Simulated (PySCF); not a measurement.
# SiH (SMILES [SiH]): UB3LYP/def2-TZVPPD

Aim: the vertical doublet–quartet gap of SiH at UB3LYP/def2-TZVPPD, from 2 runs. 

The calculation is run with PySCF 2.14.0.

2 further runs of the same task are left out: 2 set aside as unsound or not needed.

**1. Starting point**

The species is SiH (2 atoms), meant as a doublet with charge 0. SMILES: `[SiH]`. The shape is that of a PBE0-D4/def2-TZVP optimisation.

Bond lengths: Si1–H2 1.532 Å.

**2. The energy at UB3LYP/def2-TZVPPD**

calc.py

```python
from pyscf import gto, dft

mol = gto.M(
    atom='''
Si     0.000000     0.000000    -0.007580
H      0.000000     0.000000     1.524140
''',
    max_memory=1860,
    basis='def2-tzvppd',
    spin=1,
    verbose=3,
)

mf = dft.UKS(mol)
mf.xc = 'b3lyp'
mf.grids.level = 5
mf.conv_tol = 1e-10
mf.kernel()
if not mf.converged:
    mf = mf.newton().run(mf.mo_coeff, mf.mo_occ)

etot = mf.e_tot
print(f'total energy: {etot:.8f} hartree')
```

Run with:

```bash
$ OMP_NUM_THREADS=1 python calc.py
```

What it wrote:

```text
converged SCF energy = -290.01386982639  <S^2> = 0.75518406  2S+1 = 2.0051774
total energy: -290.01386983 hartree
```

It took 4.5 s on 1 thread of Arm Neoverse V2, shared host; peak memory 0.31 GiB.

**3. The quartet, same level**

run.py

```python
from pyscf import gto, dft

mol = gto.M(
    atom=[
    ('Si', (0.000000, 0.000000, -0.007580)),
    ('H', (-0.000000, -0.000000, 1.524140)),
],
    charge=0,
    basis='def2-tzvppd',
    max_memory=1860,
    spin=3,
    verbose=3,
)

mf = dft.UKS(mol, xc='b3lyp')
mf.conv_tol = 1e-10
mf.grids.level = 5
mf.kernel()
if not mf.converged:
    mf = mf.newton().run(mf.mo_coeff, mf.mo_occ)

etot = mf.e_tot
print('E = %.10f Eh' % etot)
```

Run with:

```bash
$ OMP_NUM_THREADS=1 python run.py
```

What it wrote:

```text
WARN: HOMO -0.128766839268193 >= LUMO -0.263159635349838

WARN: HOMO -0.220541565342608 >= LUMO -0.226237188144655

converged SCF energy = -289.94438861326  <S^2> = 3.751607  2S+1 = 4.0008034
E = -289.9443886133 Eh
```

Run time: 4.5 s. Hardware: 1 thread of Arm Neoverse V2, shared host; peak memory 0.31 GiB.

**4. Results**

At UB3LYP/def2-TZVPPD:

| quantity | value |
| --- | --- |
| doublet: total energy | -290.01387 Eh |
| doublet: dipole moment | 0.05 D |
| doublet: HOMO energy (highest over α and β) | -5.21 eV |
| doublet: LUMO energy (lowest over α and β) | -3.41 eV |
| doublet: ⟨S²⟩ | 0.755 |
| quartet: total energy | -289.94439 Eh |
| quartet: dipole moment | 0.01 D |
| quartet: HOMO energy (highest over α and β) | -5.52 eV |
| quartet: LUMO energy (lowest over α and β) | -5.32 eV |
| quartet: ⟨S²⟩ | 3.752 |
| vertical energy of the quartet above the doublet | 1.891 eV |

**Reading.** At this shape the quartet lies 1.89 eV (44 kcal/mol) above the doublet.
